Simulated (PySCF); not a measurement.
**Atomic charges against the basis set**

Compound: C2H2F2O2.
SMILES with atom numbers: `[O:1]=[C:2]([OH:3])[CH:4]([F:5])[F:6]` (hydrogens: H7 on O3; H8 on C4)

PBE0 throughout (PySCF), one geometry, spherical d and f functions. The structure is a single PBE0-D3(BJ)/def2-SVP conformer in the gas phase; no vibrational or solvent corrections. Atoms taken as equivalent share a column and are averaged.

Mulliken charges (e):

```tsv
basis	functions	O1	C2	O3	C4	F5/F6	H7	H8
STO-3G	32	-0.230	+0.220	-0.248	+0.143	-0.102	+0.241	+0.078
6-31G	58	-0.360	+0.414	-0.532	+0.431	-0.284	+0.414	+0.202
pcSseg-0	58	-0.446	+0.542	-0.577	+0.502	-0.340	+0.398	+0.261
6-31G*	88	-0.410	+0.480	-0.578	+0.486	-0.298	+0.445	+0.172
def2-SVP	94	-0.215	+0.108	-0.188	+0.453	-0.208	+0.201	+0.057
cc-pVDZ	94	-0.222	+0.109	-0.161	+0.415	-0.183	+0.170	+0.053
aug-cc-pVDZ	156	-0.511	+0.511	-0.431	+1.254	-0.427	+0.181	-0.150
6-311+G(2d,p)	174	-0.422	+0.447	-0.370	+0.373	-0.251	+0.310	+0.163
def2-TZVP	198	-0.280	+0.233	-0.341	+0.287	-0.166	+0.339	+0.094
cc-pVTZ	208	-0.268	+0.196	-0.226	+0.357	-0.165	+0.229	+0.043
IGLO-III	230	-0.426	+0.511	-0.384	+0.305	-0.211	+0.307	+0.108
```

IAO charges (e):

```csv
basis,functions,O1,C2,O3,C4,F5/F6,H7,H8
STO-3G,32,-0.241,+0.236,-0.283,+0.153,-0.129,+0.279,+0.115
6-31G,58,-0.392,+0.446,-0.438,+0.356,-0.261,+0.379,+0.171
pcSseg-0,58,-0.390,+0.441,-0.425,+0.356,-0.258,+0.369,+0.165
6-31G*,88,-0.424,+0.500,-0.457,+0.409,-0.276,+0.377,+0.149
def2-SVP,94,-0.417,+0.493,-0.452,+0.406,-0.278,+0.377,+0.149
cc-pVDZ,94,-0.418,+0.495,-0.456,+0.403,-0.277,+0.378,+0.151
aug-cc-pVDZ,156,-0.431,+0.511,-0.470,+0.409,-0.285,+0.390,+0.161
"6-311+G(2d,p)",174,-0.433,+0.513,-0.471,+0.408,-0.285,+0.390,+0.163
def2-TZVP,198,-0.434,+0.515,-0.471,+0.415,-0.286,+0.389,+0.159
cc-pVTZ,208,-0.432,+0.513,-0.470,+0.413,-0.285,+0.388,+0.157
IGLO-III,230,-0.433,+0.513,-0.472,+0.411,-0.286,+0.391,+0.161
```

Hirshfeld charges (e):

| basis | functions | O1 | C2 | O3 | C4 | F5/F6 | H7 | H8 |
| --- | --- | --- | --- | --- | --- | --- | --- | --- |
| STO-3G | 32 | -0.195 | +0.141 | -0.123 | +0.157 | -0.071 | +0.154 | +0.008 |
| 6-31G | 58 | -0.252 | +0.195 | -0.167 | +0.157 | -0.097 | +0.198 | +0.062 |
| pcSseg-0 | 58 | -0.245 | +0.193 | -0.163 | +0.149 | -0.093 | +0.196 | +0.057 |
| 6-31G* | 88 | -0.259 | +0.194 | -0.162 | +0.150 | -0.089 | +0.198 | +0.056 |
| def2-SVP | 94 | -0.252 | +0.197 | -0.159 | +0.141 | -0.089 | +0.196 | +0.055 |
| cc-pVDZ | 94 | -0.246 | +0.186 | -0.155 | +0.136 | -0.084 | +0.194 | +0.052 |
| aug-cc-pVDZ | 156 | -0.249 | +0.193 | -0.161 | +0.140 | -0.091 | +0.197 | +0.065 |
| 6-311+G(2d,p) | 174 | -0.251 | +0.191 | -0.161 | +0.143 | -0.093 | +0.199 | +0.066 |
| def2-TZVP | 198 | -0.252 | +0.193 | -0.162 | +0.140 | -0.091 | +0.199 | +0.063 |
| cc-pVTZ | 208 | -0.251 | +0.194 | -0.161 | +0.139 | -0.089 | +0.197 | +0.060 |
| IGLO-III | 230 | -0.250 | +0.193 | -0.162 | +0.139 | -0.092 | +0.198 | +0.065 |

Which scheme is steadiest as the basis changes?

Largest range over the bases for any column: Hirshfeld 0.06 e, IAO 0.28 e, Mulliken 1.11 e. Hirshfeld charges move least and Mulliken charges most, counted in e. Without the minimal STO-3G basis the ranges are Hirshfeld 0.02, IAO 0.07, Mulliken 0.97 e.

How much do the charges still move between the two largest bases, cc-pVTZ and IGLO-III?

At most, over all atoms: Mulliken 0.315 e, IAO 0.004 e, Hirshfeld 0.004 e.

What do the same runs give for the total energy, the frontier levels and the dipole moment?

```csv
basis,energy (Eh),HOMO (eV),LUMO (eV),μ (D)
STO-3G,-421.1932,-4.43,3.17,1.60
6-31G,-426.9702,-8.75,-0.86,2.56
pcSseg-0,-426.0878,-8.87,-0.91,2.57
6-31G*,-427.1026,-8.37,-0.31,2.25
def2-SVP,-426.7946,-8.56,-0.51,2.38
cc-pVDZ,-427.1429,-8.37,-0.35,2.31
aug-cc-pVDZ,-427.1829,-8.80,-0.96,2.41
"6-311+G(2d,p)",-427.2605,-8.85,-0.96,2.45
def2-TZVP,-427.3031,-8.75,-0.78,2.40
cc-pVTZ,-427.2812,-8.66,-0.67,2.35
IGLO-III,-427.3093,-8.81,-0.90,2.42
```

The dipole is fixed by the density alone, so its range of 0.97 D shows that the density itself changes with the basis, not only its division among atoms.
